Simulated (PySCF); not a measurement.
Bond stretch in Na2, singlet.

- RMP2 = PySCF 2.14.0 with MP2 on RHF/6-31G, 2 core orbitals frozen
- UCCSD(T) = CCSD(T) on UHF/6-31G, 2 core orbitals frozen (PySCF)

Energies relative to the lowest point of each curve near equilibrium, in mEh:

```tsv
R / Å	RMP2
2.64	7.4
2.77	4.0
3.04	0.4
3.10	0.1
3.22	0.0
3.38	0.6
3.56	2.1
3.84	5.5
4.18	10.6
4.62	17.4
6.26	35.8
9.42	35.3
```

Problem. Estimate the UCCSD(T) values at these points.

Solution. 2.64: 7.1; 2.77: 3.8; 3.04: 0.4; 3.10: 0.1; 3.22: 0.0; 3.38: 0.5; 3.56: 1.8; 3.84: 4.7; 4.18: 8.6; 4.62: 13.2; 6.26: 21.1; 9.42: 22.3 (mEh).

The restricted form behind RMP2 keeps the bonding electrons paired and can't separate into open-shell fragments. The unrestricted determinant behind UCCSD(T) is spin-contaminated at 2.34 to 9.42 Å (<S²> up to 1.0, against 0.00 for a pure singlet).
